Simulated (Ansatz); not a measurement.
## Lattice constant a of some bcc solids

Method: HSE06 (Ansatz, a first-principles code, PAW). References are measured values corrected to a static lattice or taken at low temperature (these still hold zero-point motion). The table is a random draw of 10 from 13 solids with such references.

Values in Å.

```tsv
solid	reference	HSE06	error (%)
bcc Nb	3.294	3.296	+0.06
antiferromagnetic bcc Cr	2.877	3.056	+6.22
bcc Ba	4.995	5.123	+2.56
bcc W	3.16	3.163	+0.09
bcc K	5.212	5.331	+2.28
bcc Cs	6.039	6.247	+3.44
bcc Mo	3.141	3.136	-0.16
bcc Fe	2.853	2.912	+2.07
bcc Ta	3.299	3.306	+0.21
bcc V	3.021	2.962	-1.95
```

Over these 10 solids the mean error is +1.48 %, the mean absolute error 1.91 % (median 2.01 %), and the worst case antiferromagnetic bcc Cr at +6.22 %; the value is above the reference in 8 of 10 cases. Over all 13 the mean error is +1.40 % and the mean absolute error 1.72 % (median 1.94 %).

All these references are brought to a static lattice.

Spin–orbit coupling is left out, also for the solids with elements from indium on (bcc Ba, bcc W, bcc Cs, bcc Ta); its size isn't shown.

Differences are worked out from the printed values.

Caveats: the cell is over a tenth larger than the published one (another phase or state, or a fault of the published cell, is possible) (antiferromagnetic bcc Cr); the commensurate order stands in for chromium's spin-density wave, and the size of the moments varies much between levels (antiferromagnetic bcc Cr). Ansatz's density-functional and Hartree–Fock values are scalar-relativistic unless marked +SOC, with PAW data made under PBE.

Ansatz's runs of these crystals have no spin polarisation, but for antiferromagnetic bcc Cr, bcc Fe. A magnetic state wasn't tried for bcc V with meta-GGA or hybrid levels, which favour moments.

Density-functional runs with spin start from opposed moments for antiferromagnetic bcc Cr, parallel moments for bcc Fe.

Not in this set, of the bcc solids with a reference value in our tables and a result at some level: 3 for a high-temperature or high-pressure phase (bcc Ti, bcc Tl, bcc Zr). These can be a level's worst cases. Values held back for tests aren't counted. Layered and molecular crystals are counted apart. The metals Ce to Yb are counted apart.

References as tabulated in Mejia-Rodriguez and Trickey (2018), arXiv:1807.09216; Csonka et al. (2009), arXiv:0903.4037; Levämäki et al. (2014), arXiv:1402.3671.
